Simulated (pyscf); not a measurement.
H₃C–O–CH₃ (SMILES COC) + CH₃• (SMILES [CH3]) → H₃C–CH₃ (SMILES CC) + H₃C–O• (SMILES C[O]) (substitution at C; doublet surface; C–O broken, C–C formed). PySCF, gas phase, ωB97X-D3(BJ)/def2-SVP geometries. Energies in eV from the separated reactants.

```
level                      barrier  reaction energy
----------------------  ----------  ---------------
ωB97X-D3(BJ)/def2-TZVP  (withheld)            -0.45
r²SCAN/def2-TZVP              1.51            -0.37
PBE0-D3(BJ)/def2-TZVP         1.63            -0.44
M06-2X/def2-TZVP              1.82            -0.29
ωB97M-D3(BJ)/def2-TZVP        1.78            -0.42
HF/def2-TZVP            (withheld)       (withheld)
```

Complete the blanks.


- ωB97X-D3(BJ)/def2-TZVP, barrier: 1.80
- HF/def2-TZVP, barrier: 2.67
- HF/def2-TZVP, reaction energy: -0.59

The functionals in the table span 0.30 eV in this barrier, from r²SCAN to M06-2X. From the product side, H₂C=O + H• + H₃C–CH₃ lies, by one bond made or cut, 1.00 eV under this saddle at ωB97M-D3(BJ). H₃C–O–CH₃ lies 0.49 eV over its isomer H₃C–CH₂–OH, and others may lie lower still (electronic energy, ωB97M-D3(BJ)). H₃C–O• lies 0.30 eV over its isomer •H₂C–OH, and others may lie lower still (electronic energy, ωB97M-D3(BJ)). One saddle was located; it need not be the lowest between these sides. The angle at the attacked C is 180°.
